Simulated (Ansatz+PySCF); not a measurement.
The numbers below are computed, except where a source is named.
Several solutions for singlet BH

```yaml
atoms:
  - { symbol: B, position_ang: [0.0000, 0.0000, -0.4070] }
  - { symbol: H, position_ang: [0.0000, 0.0000, 2.0351] }
```

Basis set: 6-31G (spherical functions). Charge 0, multiplicity 1.

PBE0 (unrestricted) was run from several starts with Ansatz (development build ahead of 0.2.0) and PySCF 2.14.0.

```csv
run,program,start,converged,energy (hartree),<S²>
A,Ansatz,stability test followed,yes,-25.13045,0.45
B,Ansatz,"atomic start, no search",yes,-25.12565,0.00
C,PySCF,program defaults,yes,-25.12565,0.00
D,Ansatz,search for the lowest state,yes,-25.13045,0.45
```

(1) Which runs reached the lowest solution of this kind, and what is wrong with the others?

Results:

(1) A, D reached the lowest solution found. Converged but too high: B by 0.13 eV, C by 0.13 eV. Convergence only shows a stationary point, and even a stable one can lie too high; stability tests and further starts are what find lower ones. Caution: charge can spread falsely over distant fragments. Caution: the unrestricted determinant is spin contaminated.
